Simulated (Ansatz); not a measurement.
# What a trial cell of Si3Cl2 relaxes into

Level of theory: DFT PBE, scalar-relativistic, plane waves, PAW in Ansatz 0.2.0. Cutoff 420 eV, Γ-centred k mesh, Gaussian smearing, no spin polarisation in the final step.

A relaxed cell is given with its space group left out.

```
Si Cl
1.0
     3.85966    0.00000    0.00000
    -1.92983    3.34257    0.00000
     0.00000    0.00000   11.92139
Si Cl
3 2
Direct
  0.00000 0.00000 0.00000
  0.33333 0.66667 0.51945
  0.66667 0.33333 0.48055
  0.33333 0.66667 0.12027
  0.66667 0.33333 0.87973
```

Formation energies are uncorrected and refer to the elements' standard structures at the same level (Cl₂ as a molecule).

(1) What space group does it have?

(2) How far does it lie from the elements in energy?

(3) Is it a metal?

Answers

(1) P-3m1 (No. 164). Conventional cell: a = 3.860 Å, c = 11.921 Å. Si on Wyckoff site a (1 atom of the primitive cell) has 6 Cl at 2.65 Å; Si on Wyckoff site d (2 atoms of the primitive cell) has 3 Si at 2.28 Å; Cl is coordinated by 3 Si at 2.65 Å.

(2) -0.05 eV/atom.

(3) Yes, bands cross the Fermi level on the 12×12×4 mesh.

The final run used a 12×12×4 mesh on its 5-atom cell and 0.10 eV smearing. For metals, differences of a few meV/atom aren't resolved. Weakly bound directions are ill-defined at this level, which has no dispersion term. The cell came from a trial start, so Si3Cl2 may not exist in this structure.

Cost: 3 runs of about 1.4 core-minutes in all, on Intel Xeon 6975P-C (Granite Rapids) (shared hosts).